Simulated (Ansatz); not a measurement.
One change: `FCCF` becomes `CCF`.

Ansatz, PBE0-D4/def2-TZVP geometries, multiplicity 1. Each molecule was computed in one conformer, which needn't be the lowest.

| property | `FCCF` |
| --- | --- |
| HOMO energy (PBE/def2-TZVPP) / eV | -7.75 |
| LUMO energy (PBE/def2-TZVPP) / eV | 0.59 |
| HOMO energy (B3LYP/def2-TZVPP) / eV | -9.32 |
| ideal-gas entropy at 298 K and 1 bar (rigid rotor, harmonic PBE0-D4/def2-TZVP) / J/(mol·K) | 278 |
| size of the dipole moment (PBE/def2-TZVPP) / D | 2.43 |
| HOMO energy (PBE0/def2-TZVPP) / eV | -9.55 |

(1) What does the change do to each property? (Estimate.)

## Answers

(1) Computed: 
| property | `CCF` | shift |
| --- | --- | --- |
| HOMO energy (PBE/def2-TZVPP) / eV | -7.63 | 0.12 |
| LUMO energy (PBE/def2-TZVPP) / eV | 0.65 | 0.06 |
| HOMO energy (B3LYP/def2-TZVPP) / eV | -9.14 | 0.18 |
| ideal-gas entropy at 298 K and 1 bar (rigid rotor, harmonic PBE0-D4/def2-TZVP) / J/(mol·K) | 264 | -14 |
| size of the dipole moment (PBE/def2-TZVPP) / D | 1.75 | -0.68 |
| HOMO energy (PBE0/def2-TZVPP) / eV | -9.35 | 0.20 |

Dipoles are sizes alone; their direction can turn.

B3LYP here is the variant with VWN-RPA as its local correlation; programs differ in this.
